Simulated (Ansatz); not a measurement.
# Ga (Ga, alpha-Ga (Cmce)): the cost of one run

Computed with Ansatz 0.2.0 (DFT PBE, plane waves with PAW, scalar-relativistic, unless a step says otherwise).

### 1 Starting point

Symmetry: Cmce, No. 64, orthorhombic system. The conventional cell has a = 4.622 Å, b = 7.746 Å, c = 4.546 Å, α = 90.00°, β = 90.00°, γ = 90.00°. Around Ga (site symmetry m) lie 7 Ga at 2.53 to 2.84 Å.

Structure file:

```
Ga
1.0
     2.31080   -3.87292    0.00000
     2.31080    3.87292    0.00000
     0.00000    0.00000    4.54631
Ga
4
Direct
  0.84421 0.15579 0.08394
  0.65579 0.34421 0.58394
  0.15579 0.84421 0.91606
  0.34421 0.65579 0.41606
```

### 2 A run at the usual settings, for scale

The input, input.yaml:

```yaml
crystal:
  lattice:
    - [2.3107968683, -3.8729233244, 0.0]
    - [2.3107968683, 3.8729233244, 0.0]
    - [0.0, 0.0, 4.546311146]
  atoms:
    - { symbol: Ga, position: [0.8442122196, 0.1557877804, 0.0839449706] }
    - { symbol: Ga, position: [0.6557877804, 0.3442122196, 0.5839449706] }
    - { symbol: Ga, position: [0.1557877804, 0.8442122196, 0.9160550294] }
    - { symbol: Ga, position: [0.3442122196, 0.6557877804, 0.4160550294] }
hamiltonian:
  xc: pbe
  pseudopotentials:
    kind: paw
    azcp:
      Ga: "pseudopotentials/Ga.paw.azcp"
basis:
  ecutwfc: 420
  fft_grid_basis: typed
kpoints:
  mp_grid: { grid: [11, 11, 9], shift: [0, 0, 0] }
magnetization:
  spin_polarized: false
scf:
  occupations: { method: fermi_dirac, width: 0.1 }
  lower_state_search: "off"
output:
  stress: true
```

Started as:

```bash
> ansatz run input.yaml --threads 1 --pin off --max-ram 3584MiB --backend cpu --events-out ev --progress --plain --runs-dir out
```

**Question.** How long does this run take on 1 thread of Intel Xeon Platinum 8259CL at 2.50GHz (Skylake/Cascade Lake), shared host, and how much memory does it need?

About 22 s, with a peak of 0.74 GiB.
